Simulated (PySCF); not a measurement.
# CCl2, singlet: molecular constants

These are results of PBE0 in PySCF with C def2-TZVP, Cl def2-TZVP; no relativity; density-fitted integrals, not measurements.

The structure is a minimum.

Coordinates in bohr (charge 0 multiplicity 1):
```
C    -1.5899    0.0000    0.0000
Cl    0.2728   -2.6363    0.0000
Cl    0.2728    2.6363    0.0000
```

```
Point group                                                                   : C2v
Bond lengths                                                                  : C–Cl 1.708 Å (×2)
Bond angles                                                                   : Cl–C–Cl 109.5°
Lowest empty level                                                            : -3.33 eV
Highest occupied level                                                        : -7.49 eV
Zero-point energy                                                             : 11.2 kJ/mol
Dipole moment                                                                 : 1.22 D
Heat capacity Cp at 298.15 K                                                  : 45.8 J/(mol K)
Principal quadrupole moments (Buckingham, traceless) about the centre of mass : -4.01, 1.21, 2.79 D Å
Rotational symmetry number                                                    : 2
Enthalpy at 298.15 K above 0 K                                                : 11.35 kJ/mol
Entropy at 298.15 K and 1 bar                                                 : 264.3 J/(mol K)
Principal polarisabilities                                                    : 24.1, 31.4, 54.7 bohr³
Rotational constants                                                          : 1.694, 0.1239, 0.1154 cm⁻¹
Atomisation energy without zero-point energy                                  : 754 kJ/mol
```

Harmonic modes (masses in u: C 12.000, Cl 34.969):
```json
{"symmetry": "a1", "ω (cm⁻¹)": "342", "IR (km/mol)": "0.4"}
{"symmetry": "a1", "ω (cm⁻¹)": "742", "IR (km/mol)": "30.1"}
{"symmetry": "b2", "ω (cm⁻¹)": "792", "IR (km/mol)": "361"}
```

In C2v the vibrations span 2a1 + b2. Here b1 is antisymmetric to the molecular plane and b2 lies in it.

Charges (e):
```json
{"atom": "C1", "Mulliken": "-0.10", "Löwdin": "-0.84", "polar tensor": "0.70", "Mayer order to C1": "–"}
{"atom": "Cl2,3", "Mulliken": "0.05", "Löwdin": "0.42", "polar tensor": "-0.35", "Mayer order to C1": "1.34"}
```

Mulliken populations on C1: s 3.80, p 2.16, d 0.13, f 0.01.

Outer orbital energies (eV). occupied: -24.07, -17.13, -13.33, -11.90, -11.89, -10.09, -9.45, -7.49; empty: -3.33, 0.17, 1.55, 3.38.

Counting electrons, carbon keeps 2 of its valence electrons outside its bonds, so the VSEPR class is AX2E1 and the expected shape is bent (C2v), as computed.

The final relaxation and frequency run took 17 s on 2 threads of a shared Arm Neoverse V2 host, with 105 basis functions and 8 gradients; the process peaked at 0.91 GiB.
